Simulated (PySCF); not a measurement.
Compound: C2H5NS.
Geometry (PBE0-D3(BJ)/def2-SVP, Å), atoms numbered from 1 in this order:
```xyz
9
C2H5NS angstrom
C     -1.236    0.070    0.093
S     -0.084   -1.243   -0.344
C      1.462   -0.404   -0.216
N      1.737    0.790    0.094
H     -2.241   -0.369    0.047
H     -1.058    0.435    1.116
H     -1.183    0.904   -0.622
H      2.283   -1.099   -0.458
H      0.901    1.346    0.298
```

Method: EOM-IP-CCSD/aug-cc-pVDZ in PySCF, restricted Hartree–Fock reference, frozen core, non-relativistic, gas phase, PBE0-D3(BJ)/def2-SVP geometry.

Hartree–Fock orbital energies give these Koopmans values (eV): HOMO 9.75, HOMO-1 11.30, HOMO-2 13.21, HOMO-3 13.32, HOMO-4 15.18, HOMO-5 16.58, HOMO-6 17.00, HOMO-7 17.95.

Question: What vertical ionisation energies does EOM-IP-CCSD give?

Answer: 
```tsv
leading hole (HF orbital)	Koopmans (eV)	EOM-IP-CCSD (eV)	change (eV)	one-hole share
HOMO	9.75	9.24	-0.51	0.95
HOMO-1	11.30	9.97	-1.33	0.94
HOMO-3	13.32	12.44	-0.88	0.95
HOMO-2	13.21	12.48	-0.73	0.92
HOMO-4	15.18	13.87	-1.31	0.94
HOMO-5	16.58	15.37	-1.21	0.94
HOMO-6	17.00	15.46	-1.54	0.94
HOMO-7	17.95	16.42	-1.53	0.93
```

Question: Does the order of the lines follow the orbital energies?

Answer: No: the HOMO-3 hole (12.44 eV) falls below the HOMO-2 hole (12.48 eV). The corrections run from -1.54 to -0.51 eV, with a mean of -1.13 eV over the 8 lines; no line lies above its Koopmans value.

Question: At what kinetic energies would He I light (21.22 eV) eject these electrons?

Answer: 11.98 eV (HOMO), 11.25 eV (HOMO-1), 8.78 eV (HOMO-3), 8.74 eV (HOMO-2), 7.35 eV (HOMO-4), 5.85 eV (HOMO-5), 5.76 eV (HOMO-6), 4.80 eV (HOMO-7).

Lines less than 0.15 eV apart could change places at a higher level. One root was sought for each valence orbital with −ε under 21 eV, eight at most, so deeper holes and satellites are missing; no vibrational structure.

One conformer stands for the species.
